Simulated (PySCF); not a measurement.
# Neon: a sound run and one with changed settings

Sound run: Ne [Ne], Ne+ [He] 2s2 2p5. All numbers are calculated (PySCF 2.14, scalar relativity by spin-free X2C-1e, in x2c-SVPall (3s2p1d, 14 functions)). The sound run starts from symmetry-adapted Hartree-Fock orbitals and uses a fine grid where one is needed.

Changed run: initial guess minao, at most 3 SCF cycles. This setting is unsound on purpose.

```tsv
species	method	sound run (hartree)	changed run (hartree)	converged
Ne	UHF	-128.51203	-128.51203	no
Ne	LDA	-128.18754	-128.18753	no
Ne	PBE	-128.82593	-128.82593	no
Ne+	UHF	-127.78475	-127.78463	no
Ne+	LDA	-127.38452	-127.38451	no
Ne+	PBE	-128.04275	-128.04272	no
```

The SCF was stopped early; the energies are upper bounds that still move, and correlated levels were skipped or rest on poor orbitals.
